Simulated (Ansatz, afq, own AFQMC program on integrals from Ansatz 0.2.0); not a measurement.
## AlSiH3F, doublet in def2-TZVP, levels against AFQMC with the constraint released

```xyz
6

F    -0.3767   -2.4963    0.8821
Al   -0.8232   -1.1655   -0.0317
Si    0.7015    0.8205    0.0954
H     2.0829    0.4681   -0.3661
H     0.7808    1.3436    1.4973
H     0.1690    1.9059   -0.7862
```

Connectivity, by distances: F–Al–SiH3.

Basis def2-TZVP. Noble-gas cores (and the filled d shells of Ga–Kr and In–Xe) are frozen. AFQMC by an in-house program on the Cholesky factors that Ansatz 0.2.0 writes for its CCSD(T) run. The CISD trial takes its coefficients from CCSD amplitudes. Released means that phaseless walkers are propagated on without the constraint, phases kept. ± is one standard error of the sampling.

Determinant: UHF, the one that the program's search chose, which needn't be the lowest solution. The geometry is a PBE0/def2-SVP stationary point of this or a neighbouring charge and spin state.

No full CI on the walks' own integrals is used here. The released AFQMC energy serves as the reference, which it does only where one determinant dominates, the energy is flat over the last release times and near the phaseless one (40 meV or 2 meV an electron, half that with transition metals). On small molecules, where full CI could be run and the noise was under 10 meV, such values lay within 10 meV of it in 19 cases of 20, a flattering rate, since the rule was set on those same cases; what remains of the bias isn't in the error bar.

Cautions: the ph-AFQMC/CISD walk drifts between its halves (2.9 errors); the released value is read at 1.50 1/Eh (meV from the phaseless value at times in 1/Eh: -9 ± 9 at 0.24, -17 ± 6 at 0.51, -24 ± 9 at 0.99, -5 ± 10 at 1.50).

```
T1 diagnostic                               : 0.0175
weight of the determinant in the CISD state : 0.844
⟨S²⟩ of the determinant                     : 0.764
size of the correlated space                : 17 electrons in 112 orbitals
```

| level | correlation energy (eV) |
| --- | --- |
| MP2 | -11.4986 |
| CCSD | -12.3994 |
| CCSD(T) | -12.7775 |

Estimate where phaseless AFQMC with the Hartree–Fock trial lies against CCSD(T) on the same integrals.

18.1 ± 2.8 kJ/mol below CCSD(T).

Reference: AFQMC with the constraint released, correlation energy -12.815 ± 0.010 eV.

| level | E − E(reference) (kJ/mol) | share of correlation (%) |
| --- | --- | --- |
| CCSD(T) | 3.6 ± 0.9 | 99.71 |
| ph-AFQMC/HF | -14.6 ± 3.0 | 101.18 |
| ph-AFQMC/CISD | 0.5 ± 1.1 | 99.96 |

Released energies are given only where the last usable release times agree within the noise; a slower fall can still hide under it.
